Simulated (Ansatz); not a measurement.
# A relaxation, step by step

H2OF2, singlet, PBE0-D4/def2-TZVP (Ansatz 0.2.0). Settings:

```yaml
hamiltonian: {xc: pbe0, dispersion: d4}
relax: {f_tol: 0.005, max_steps: 200}
```

Start:

```xyz
5
angstrom
O -0.2414 0.1920 -1.2345
H 0.6250 0.5934 -1.0265
H -0.0682 -0.7599 -1.0973
F -0.2332 0.0712 0.9388
F -0.0822 -0.0968 2.4195
```

```json
{"step": "1", "energy less the last (meV)": "209.5", "largest force component (eV/Å)": "2.229"}
{"step": "2", "energy less the last (meV)": "102.6", "largest force component (eV/Å)": "1.573"}
{"step": "3", "energy less the last (meV)": "29.6", "largest force component (eV/Å)": "1.293"}
{"step": "4", "energy less the last (meV)": "12.3", "largest force component (eV/Å)": "0.595"}
{"step": "5", "energy less the last (meV)": "7.9", "largest force component (eV/Å)": "0.543"}
{"step": "6", "energy less the last (meV)": "5.0", "largest force component (eV/Å)": "0.296"}
{"step": "7", "energy less the last (meV)": "1.5", "largest force component (eV/Å)": "0.239"}
{"step": "8", "energy less the last (meV)": "0.2", "largest force component (eV/Å)": "0.007"}
{"step": "9", "energy less the last (meV)": "0.1", "largest force component (eV/Å)": "0.010"}
{"step": "10", "energy less the last (meV)": "0.0", "largest force component (eV/Å)": "0.040"}
{"step": "11", "energy less the last (meV)": "0.0", "largest force component (eV/Å)": "0.008"}
{"step": "12", "energy less the last (meV)": "0.0", "largest force component (eV/Å)": "0.005"}
{"step": "13", "energy less the last (meV)": "0.0", "largest force component (eV/Å)": "0.000"}
```

Step 2, positions (Å) and forces (eV/Å):

```
atom       x       y       z      Fx      Fy      Fz
  O1  -0.245   0.195  -1.209   0.766  -0.416  -0.047
  H2   0.636   0.589  -1.102  -0.484  -0.020  -0.107
  H3  -0.055  -0.758  -1.177  -0.265   0.437  -0.087
  F4  -0.232   0.057   1.022   0.110  -0.127   1.573
  F5  -0.104  -0.082   2.466  -0.126   0.126  -1.332
```

Step 4, positions (Å) and forces (eV/Å):

```json
{"atom": "O1", "x": "-0.219", "y": "0.192", "z": "-1.386", "Fx": "0.320", "Fy": "-0.183", "Fz": "0.085"}
{"atom": "H2", "x": "0.655", "y": "0.592", "z": "-1.316", "Fx": "-0.186", "Fy": "0.026", "Fz": "-0.020"}
{"atom": "H3", "x": "-0.038", "y": "-0.755", "z": "-1.377", "Fx": "-0.129", "Fy": "0.149", "Fz": "-0.019"}
{"atom": "F4", "x": "-0.256", "y": "0.047", "z": "1.346", "Fx": "0.039", "Fy": "-0.038", "Fz": "0.549"}
{"atom": "F5", "x": "-0.141", "y": "-0.077", "z": "2.734", "Fx": "-0.044", "Fy": "0.046", "Fz": "-0.595"}
```

Step 8, positions (Å) and forces (eV/Å):

```tsv
atom	x	y	z	Fx	Fy	Fz
O1	-0.204	0.176	-1.248	0.005	-0.002	0.002
H2	0.650	0.601	-1.355	-0.004	-0.002	-0.002
H3	-0.045	-0.756	-1.417	-0.001	0.004	-0.003
F4	-0.236	0.049	1.320	0.001	0.000	-0.005
F5	-0.165	-0.069	2.700	-0.001	0.000	0.007
```

Last step (13):

```xyz
5
angstrom
O -0.1966 0.1690 -1.2314
H 0.6476 0.6026 -1.3760
H -0.0468 -0.7531 -1.4523
F -0.2273 0.0419 1.3393
F -0.1769 -0.0603 2.7203
```

Hardware: 2 CPU threads of an Arm Neoverse V1, shared host. Wall time about 13 s.
